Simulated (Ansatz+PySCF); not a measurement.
A calculation with PySCF 2.14.0.

```python
from pyscf import gto, scf

mol = gto.M(atom="""
N 0.000000 0.000000 0.121580
H 0.935850 0.000000 -0.283700
H -0.467920 0.810470 -0.283700
H -0.467920 -0.810470 -0.283700
""", basis='def2-svp', charge=0, spin=0)
mf = scf.RHF(mol)
mf.init_guess = 'huckel'
mf.kernel()
while True:  # follow internal instabilities
    mo, _, stable, _ = mf.stability(return_status=True)
    if stable: break
    mf.kernel(mf.make_rdm1(mo, mf.mo_occ))
print(mf.converged, mf.e_tot, mf.spin_square()[0])
```

The script is written out from the run's settings.

The run gave:

* Converged: yes
* Total energy: -56.14831 hartree
* Spin squared of the determinant: 0.000
